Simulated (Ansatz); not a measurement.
Ansatz (a program for electronic structure) input (MP2/6-31G*):

Ansatz 0.2 input:
```yaml
crystal:
  periodic: [false, false, false]
  atoms:
    - {symbol: N, position_ang: [0.00264570, 0.14563947, 0.02144324]}
    - {symbol: H, position_ang: [-0.80461872, -0.49692176, -0.06396564]}
    - {symbol: H, position_ang: [0.78609879, -0.52255452, -0.08613707]}
basis:
  gaussian:
    orbitals: 6-31G*
total_charge: -1
magnetization: {spin_polarized: false}
correlation: {method: mp2, electrons: outside_noble_gas}
relax: {f_tol: 0.003, max_steps: 120}
```

From the last part of the output:

```
second order -4.65559707 eV of doubles, -0.00000000 eV of singles
the calculation of the forces begins
relax step   4: F+E_penalty+E_count = -1514.23047295 eV  Δ(F+E_penalty+E_count) = -2.152e-5 eV  max|allowed force component| = 6.656e-3 eV/Å  Δτ_max = 0.0013 Å  (29 SCF iters, accepted)
these checks for a lower state are left out or cut short: starts, cluster_reference, orbital_swaps, neighbouring_geometries, increment
integrals: 0.00 GiB planned
223 factors; integrals over basis functions are off by at most 4.8e-4 eV
mean field: 0.04 GiB planned
mean field -1509.57483442 eV, -55.4758519385 hartree, gradient 3.3e-6 eV, S^2 0.000000; 0 other end points of the search recorded, 0 dependent functions left out
1 core orbitals not correlated
reference -1509.57483442 eV, -55.4758519385 hartree; 4, 4 occupied and 14, 14 virtual orbitals, 223 factors
densities: 0.04 GiB planned
second order -4.65564092 eV of doubles, -0.00000000 eV of singles
the calculation of the forces begins
relax step   5: F+E_penalty+E_count = -1514.23047535 eV  Δ(F+E_penalty+E_count) = -2.393e-6 eV  max|allowed force component| = 1.000e-4 eV/Å  Δτ_max = 0.0004 Å  (22 SCF iters, accepted)
these checks for a lower state are left out or cut short: cluster_reference
integrals: 0.00 GiB planned
223 factors; integrals over basis functions are off by at most 4.8e-4 eV
mean field: 0.04 GiB planned
mean field -1509.57483442 eV, -55.4758519385 hartree, gradient 3.3e-6 eV, S^2 0.000000; 1 other end points of the search recorded, 0 dependent functions left out
1 core orbitals not correlated
reference -1509.57483442 eV, -55.4758519385 hartree; 4, 4 occupied and 14, 14 virtual orbitals, 223 factors
densities: 0.04 GiB planned
second order -4.65564092 eV of doubles, -0.00000000 eV of singles
the calculation of the forces begins
Total energy: -1514.23047535 eV, -55.6469435867 hartree
Atom 0 at     0.002879     0.158457     0.023330 Å, force    -0.000000    -0.000000    -0.000000 eV/Å
Atom 1 at    -0.798640    -0.503428    -0.064994 Å, force     0.000100    -0.000001    -0.000001 eV/Å
Atom 2 at     0.779888    -0.528865    -0.086996 Å, force    -0.000100     0.000002     0.000001 eV/Å
Dipole moment:    -0.006536    -0.359806    -0.052976 e Å
Checks for a lower state left out: cluster_reference
```

The dipole moment of an ion depends on the origin.
